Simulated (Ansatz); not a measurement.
P2S2⁻. The state is a quartet with charge -1. Geometry PBE0-D4/def2-TZVPD; atoms count from 1.

Cartesian coordinates in Å:
```
P 1.2191 0.2958 0.4189
P -0.2086 -1.0186 -0.8175
S 0.8009 2.2074 0.1634
S -1.8115 -1.4846 0.2352
```

At PBE0-D4/def2-TZVPD a doublet of charge -1 lies 1.03 eV below the quartet, each at its own geometry. The structure comes from a short search, and lower isomers may exist.

Q: Estimate the Mulliken populations from the PBE0/def2-TZVPD orbitals of Ansatz.

A: 
```
atom  charge (e)  spin (α − β)
  P1       -0.01          0.90
  P2       -0.01          0.90
  S3       -0.49          0.60
  S4       -0.49          0.60
```
Mulliken values depend strongly on the basis. With diffuse functions, as here, like atoms can get unlike values, and bond orders can come out too low or too high.

Q: Where does the spin sit?

A: Summed by element: P 1.79, S 1.21, of 3 unpaired in all. Largest on single atoms: P1 0.90, P2 0.90, S4 0.60.

Q: And the Mayer bond orders between heavy atoms (over 0.3)?

A: P1–P2 0.80 (2.30 Å); P1–S3 1.79 (1.97 Å); P2–S4 1.79 (1.97 Å).
